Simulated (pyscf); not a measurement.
PySCF, gas phase, ωB97X-D3(BJ)/def2-SVPD geometries.

Q: For the elementary gas-phase step chloroethane (H₃C–CH₂–Cl) + bromide (Br⁻) → chloride (Cl⁻) + H₃C–CH₂–Br (singlet surface; C–Cl broken, Br–C formed), what barrier and reaction energy does ωB97M-D3(BJ)/def2-TZVPD give, measured from the separated reactants?…

A: ΔE‡ = 9.9 kcal/mol, ΔE = +8.8 kcal/mol. Zero-point energy shifts the barrier by -0.8 kcal/mol. It is a substitution at C, with an imaginary mode of 417i cm⁻¹. On the reactant side the descent ends in a complex, 6.6 kcal/mol under the separated species and 17.0 kcal/mol under the saddle at ωB97X-D3(BJ)/def2-TZVPD. On the product side the descent ends in a bound adduct, 12.0 kcal/mol under the separated species and 14.3 kcal/mol under the saddle at ωB97X-D3(BJ)/def2-TZVPD. This is the saddle that the search found; another between the same sides may lie lower. The angle at the attacked C is 164°. Elements up to Kr have no core potential and no relativistic terms here.
